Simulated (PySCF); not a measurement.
**C5H6F: g tensor and hyperfine couplings**

Compound: C5H6F (doublet state).
Cartesian coordinates in Å at the GFN2-xTB level; atoms count from 1:
```
atom  x, y, z in Å
F1     2.721   -0.236    0.554
C2     1.700    0.604    0.280
C3     0.475    0.173    0.072
C4    -0.823    0.876   -0.241
C5    -1.459   -0.470   -0.251
C6    -0.191   -1.183    0.058
H7     2.020    1.636    0.256
H8    -0.834    1.421   -1.192
H9    -1.169    1.569    0.533
H10   -2.466   -0.798   -0.393
H11   -0.155   -1.724    1.010
H12    0.182   -1.868   -0.712
```

The species is `FC=C1C[CH]C1` [radical].

Theory: PySCF, UKS B3LYP, pcH-1 on C F H, non-relativistic, mean-field spin-orbit, GIAO. Geometry: GFN2-xTB; no solvent, vibrations or thermal averaging. Couplings are sensitive to structure, and on GFN2-xTB geometries they can be far from those on DFT ones. The SCF solution wasn't tested for stability.

```
g1, g2, g3                      : 2.00217, 2.00286, 2.00295
g_iso                           : 2.00266
Form of g                       : close to axial: the two nearest values differ by 11 % of g3 − g1
⟨S²⟩                            : 0.7546 (exact 0.7500)
α and β electrons               : 23, 22
HOMO–LUMO gap, α and β orbitals : 5.69, 5.22 eV
```

Isotropic coupling and dipolar principal values T1 to T3, in MHz:

| atom | isotope | a_iso | T1 | T2 | T3 | Mulliken spin population |
| --- | --- | --- | --- | --- | --- | --- |
| F1 | 19F | -2.2 | -8.6 | 2.8 | 5.8 | 0.00 |
| C2 | 13C | -3.2 | -3.1 | 0.9 | 2.1 | -0.02 |
| C3 | 13C | 7.0 | -2.3 | 0.5 | 1.8 | 0.02 |
| C4 | 13C | -36.8 | -2.7 | 0.4 | 2.3 | -0.09 |
| C5 | 13C | 96.2 | -82.1 | -80.6 | 162.7 | 1.02 |
| C6 | 13C | -37.0 | -2.8 | 0.6 | 2.2 | -0.09 |
| H7 | 1H | 1.2 | -1.1 | -1.0 | 2.1 | 0.00 |
| H8 | 1H | 117.8 | -4.6 | -3.8 | 8.5 | 0.05 |
| H9 | 1H | 116.6 | -4.6 | -3.7 | 8.3 | 0.05 |
| H10 | 1H | -64.8 | -39.0 | -0.2 | 39.1 | -0.04 |
| H11 | 1H | 119.0 | -4.6 | -3.7 | 8.3 | 0.05 |
| H12 | 1H | 120.5 | -4.7 | -3.8 | 8.5 | 0.05 |

Largest spin populations (Mulliken): C5 (+1.02), C6 (-0.09) and C4 (-0.09). No atom but C5 exceeds +0.15. The positive populations add up to 1.24 and the negative ones to -0.24, together 2S = 1. The angles at C5 add up to 360.0°, so it is planar; its axial dipolar tensor and the negative coupling of its proton fit spin in a p orbital normal to that plane.

Axes: g3 points within 2° of the C5–H10 bond.

Under fast tumbling the dipolar parts average out, and these isotropic splittings remain: 2 × 1H (H11/H12, I = 1/2, 3 lines) with 4.27 mT, 2 × 1H (H8/H9, I = 1/2, 3 lines) with 4.18 mT, 1 × 1H (H10, I = 1/2, 2 lines) with 2.31 mT, 1 × 19F (F1, I = 1/2, 2 lines) with 0.08 mT and 1 × 1H (H7, I = 1/2, 2 lines) with 0.04 mT.

Nuclei that the bonding pattern makes equivalent are averaged, as if the motion that swaps them (rotation, inversion, ring flip) were fast.

The 13C coupling of C5 (96.2 MHz) shows only in satellite lines or after enrichment, since that isotope makes up about 1.07 % of natural carbon.

Examples of negative spin density at the nucleus (bohr⁻³): C6 (-0.0329), C4 (-0.0327) and H10 (-0.0145).
